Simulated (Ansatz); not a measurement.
For GaS (P6₃/mmc, No. 194), LDA (plane waves, PAW; Ansatz, a quantum-chemistry and plane-wave program) gives:

* **lattice constant a**: 3.536 Å
* **lattice parameter c**: 15.239 Å

Problem. What does PBE0-D4 (Ansatz, PAW) give for the same quantities?

Solution. 
- lattice constant a: 3.556 Å (rises by 0.6 %)
- lattice parameter c: 15.204 Å (drops by 0.2 %)

Changes are worked out from the printed values.

Unless a cell is named, each level is at its own relaxed cell (LDA 20.63, PBE0-D4 20.81 Å³/atom).

Ansatz's density-functional and Hartree–Fock values are scalar-relativistic unless marked +SOC, with PAW data made under PBE.
